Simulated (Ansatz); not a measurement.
# SiCN+ (triplet): from Hartree-Fock to the top rungs, def2-QZVPP

The task here is to estimate one member of a computed series from the others.

Method: def2-QZVPP, core rule «outside noble gas», up to 7 orbitals frozen; program: Ansatz 0.2.0, Gaussian basis.

The runs, in order: UHF; ROHF; CCSD(T) on UHF.

2 further runs of the same task are left out: 2 set aside as unsound or not needed.

## What is computed

The geometry is a PBE0/def2-TZVP stationary point (not a proven minimum) of the parent state, kept for this charge and spin.

3 atoms, charge 1, spin multiplicity 3.

Atoms are counted from 1 here; the program's logs count them from 0.

Bond lengths: N1–C2 1.163 Å, C2–Si3 1.842 Å. Angles: N1–C2–Si3 180.0°.

The first run:

File in.yaml:

```yaml
crystal:
  periodic: [false, false, false]
  atoms:
    - {symbol: N, position_ang: [0.000000, 0.000000, -1.389100]}
    - {symbol: C, position_ang: [0.000000, 0.000000, -0.226600]}
    - {symbol: Si, position_ang: [0.000000, 0.000000, 1.615700]}
basis:
  gaussian: {orbitals: "def2-QZVPP.json"}
total_charge: 1
magnetization: {spin_polarized: true, initial_magnetization: 2}
hamiltonian: {xc: hf}
output: {orbitals: {seedname: orbitals}}
```

Started as:

```bash
> ansatz run in.yaml --threads 1 --pin off --events-out ev --progress --plain --max-ram 2393MiB
```

Steps of the session up to this table: UHF; ROHF; CCSD(T) on UHF.

One of the session's tables, all rows but one given; the rest of the session is left out.

| method | from UCCSD(T) (kJ/mol) |
| --- | --- |
| ROHF | ? |
| UHF | +1124.9 |
| UMP2 | +90.9 |
| UCCSD | +69.4 |
| UCCSD(T) | 0 |

Estimate the missing values for ROHF.

**Answer.** from UCCSD(T) (kJ/mol): +1133.1. In the column «from UCCSD(T) (kJ/mol)» it is the highest.

To keep in mind: Warnings: spin contamination; coupled cluster took another determinant than the lowest.
